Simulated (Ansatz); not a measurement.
System: hcp Co. Method: RPBE (Ansatz, a first-principles code, PAW).

Settings: plane-wave cutoff 520 eV, 30×30×16 k mesh (along the axes of the cell as run), Fermi–Dirac smearing 0.04 eV (set by the program), spin-polarised with parallel moments, scalar-relativistic PAW data made under PBE.

Cell (relaxed at this level):

```
Co
1.0
    2.51631     0.00000     0.00000
   -1.25815     2.17919     0.00000
    0.00000     0.00000     4.07216
Co
2
Direct
  0.66667   0.33333   0.75000
  0.33333   0.66667   0.25000
```

Task: Give the computed Voigt–Reuss–Hill bulk modulus, elastic constant C44, Poisson ratio, elastic constant C11, elastic constant C12, elastic constant C13, elastic constant C33 and elastic constant C66.

Result: 
- Voigt–Reuss–Hill bulk modulus = 191 GPa
- elastic constant C44 = 89.0 GPa
- Poisson ratio = 0.290
- elastic constant C11 = 320 GPa
- elastic constant C12 = 157 GPa
- elastic constant C13 = 100 GPa
- elastic constant C33 = 367 GPa
- elastic constant C66 = 81.4 GPa

Measured, for comparison: elastic constant C44 75 GPa, elastic constant C11 306 GPa, elastic constant C12 165 GPa, elastic constant C13 102 GPa, elastic constant C33 357 GPa (temperature not stated, no zero-point or thermal correction; as tabulated in Steinle-Neumann et al. (1999), arXiv:cond-mat/9904431). Computed (rounded) less measured: elastic constant C44 +19 %, elastic constant C11 +5 %, elastic constant C12 -5 %, elastic constant C13 -2 %, elastic constant C33 +3 %. A static lattice is as a rule a little smaller and stiffer than an uncorrected measurement, which narrows the difference in the elastic constant C11, elastic constant C33 and would widen misses of the other sign.

Elastic constants are with the ions relaxed.

Static lattice: no zero-point or thermal effects.
